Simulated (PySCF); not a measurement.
Compound: bicarbonate, CHO3 (charge -1).
Numbering: `[O:1]=[C:2]([O-:3])[OH:4]` (hydrogens: H5 on O4)

Torsions of this conformer, `[O:1]=[C:2]([O-:3])[OH:4]`: H–O4–C2–O1 0°.

The closed-shell ground state was solved at several levels (PySCF, density fitting, gas phase, non-relativistic). The structure is a single GFN2-xTB conformer in the gas phase; no vibrational or solvent corrections. No diffuse functions stand in pcJ-1 and pcSseg-1, which bears on an anion's orbital energies.

```
            level  basis functions  HOMO (eV)  LUMO (eV)  gap (eV)
wB97X-D/def2-SVPD               97      -3.56       6.23      9.79
    PBE0/pcSseg-1               73      -0.92       6.77      7.69
```

(1) What might B3LYP/pcJ-1 (118 basis functions) give for the same quantities?

(2) Over all these levels, which gives the widest orbital gap and which the narrowest?

Results:

(1) HOMO -0.60 eV, LUMO 6.38 eV, gap 6.98 eV.

(2) wB97X-D/def2-SVPD (range-separated hybrid) has the widest, 9.79 eV, and B3LYP/pcJ-1 (global hybrid, 20 % exact exchange) the narrowest, 6.98 eV. Functional and basis both differ between the two, so the spread mixes both effects.
